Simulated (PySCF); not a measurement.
Geometry:
```
atom   x (Å)   y (Å)   z (Å)
  N1   1.812  -0.962  -0.146
  C2   0.807  -0.388  -0.062
  C3  -0.427   0.325   0.042
  S4  -1.873  -0.396   0.061
  H5  -0.318   1.420   0.105
```

PySCF 2.14.0 with density-fitted response routines calculation with σ from GIAO-PBE0/pcSseg-1 and PBE0-D3(BJ)/def2-SVP structure; one computed conformer, gas phase, relativity neglected.

Scale: 13C, 1H against TMS; 15N vs NH3; 33S vs CS2 (reference shieldings calculated alike).

| atoms | nucleus | count | δ (ppm) |
| --- | --- | --- | --- |
| C3 | 13C | 1 | ? |
| S4 | 33S | 1 | 1577 |
| N1 | 15N | 1 | 330.6 |
| H5 | 1H | 1 | ? |
| C2 | 13C | 1 | 120.5 |

Question: Complete the table.

Answer: 
- C3: 225.5 ppm, thiocarbonyl carbon; low-lying n→π* states of the double bond to the heteroatom give a large paramagnetic term (-296 ppm)
- H5: 10.32 ppm, hydrogen on a thiocarbonyl carbon

Shifts are as computed. Against solution values, carbons near 30 ppm lie about +2 ppm off and those near 130 ppm about +5 ppm. Of 1211 compounds with measured shifts, 218 miss one by over three times the rms of a fit or turn the order of signals round; such compounds aren't used in these exercises. Experimental scales use liquid or dissolved standards, which lie at an offset from isolated NH3 (liquid NH3: subtract about 20 ppm). Unscaled 15N shifts of sp2 nitrogen come out 20 to 40 ppm too high even then.
